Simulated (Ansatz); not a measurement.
C₂H₃ClF₂ (`CC(F)(F)Cl`). Charge 0, multiplicity 1.

Cartesian coordinates in Å:
```
C -0.670 0.472 0.012
C 0.506 -0.456 -0.016
F 0.458 -1.326 1.006
F 0.519 -1.183 -1.145
Cl 2.052 0.422 0.087
H -0.668 1.039 0.942
H -1.581 -0.125 -0.054
H -0.617 1.157 -0.833
```

(1) What are the harmonic wavenumbers in cm⁻¹ at PBE0-D4/def2-TZVP (Ansatz, finite differences of forces, unscaled)? (Best estimate.)

(2) Is this a minimum?

(3) Give the ideal-gas thermochemistry at 298.15 K and 1 bar (rigid rotor, harmonic oscillator; point group Cs, symmetry number 1).

(4) Rotational constants (cm⁻¹)?

## Answers

(1) Ansatz gave: 247, 303, 334, 434, 434, 548, 688, 916, 981, 1136, 1215, 1248, 1415, 1471, 1473, 3080, 3169, 3186.

(2) Yes, all 18 modes are real.

(3) Zero-point energy 133.3 kJ/mol; H(298) − E = 149.2 kJ/mol; entropy 306.7 J/(mol·K), of which translation 166.4, rotation 109.6, vibration 30.8; G(298) − E = 57.8 kJ/mol.

(4) 0.1758, 0.1077, 0.1048.
